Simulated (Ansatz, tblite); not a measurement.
Removing an electron: B3H⁻. The state is a doublet with charge -1. Geometry: PBE-D4/def2-TZVPD. Ansatz, gas phase; energy differences of separate SCF runs; the oxidised species is a singlet (the triplet lies 0.71 eV higher at PBE0-D4/def2-TZVPD).

```xyz
4

B     0.496    1.088   -0.362
B     1.210   -0.259   -0.334
B    -0.378   -0.106    0.140
H    -1.328   -0.723    0.557
```

The xTB rows come from tblite. Correlated methods freeze 3 core orbitals. The structure comes from a short search, and lower isomers may exist.

```tsv
level	−HOMO (eV)	vertical IE (eV)	−LUMO (eV)	HOMO–LUMO gap (eV)	remarks
GFN1-xTB	–	4.80	–	–	–
GFN2-xTB	–	1.56	–	–	–
PBE-D4/def2-TZVPD	-0.80	2.17	-2.11	1.31	HOMO above zero (-1 doublet), restricted SCF unstable in HF (singlet)
r2SCAN-D4/def2-TZVPD	-0.49	2.31	-2.59	2.10	HOMO above zero (-1 doublet), restricted SCF unstable in HF (singlet)
PBE0-D4/def2-TZVPD	0.29	2.29	-2.97	3.26	restricted SCF unstable in HF (singlet)
CCSD/def2-TZVPPD	–	2.02	–	–	large T1 (0.036) (singlet), large T1 (0.067) (-1 doublet), restricted SCF unstable (singlet), spin-contaminated (⟨S²⟩ 1.12) (-1 doublet)
CCSD(T)/def2-TZVPPD	–	1.90	–	–	large T1 (0.036) (singlet), large T1 (0.067) (-1 doublet), restricted SCF unstable (singlet), spin-contaminated (⟨S²⟩ 1.12) (-1 doublet)
```

Run but left out: HF/def2-TZVPPD, MP2/def2-TZVPPD (doublet: ⟨S²⟩ 1.12, where a pure state has 0.75).  A HOMO above zero means that the electron is unbound at that level or that self-interaction error raises the level; the energy of removing that electron tells which. HOMO and LUMO are the levels of the spin that leaves or enters (xTB has no such levels and no spin-polarisation term). Other spin states of the ions may lie lower, which would lower the ionisation energy or raise the affinity. Raw xTB energy differences between charge states are shifted by several eV; the methods need an empirical correction for them.
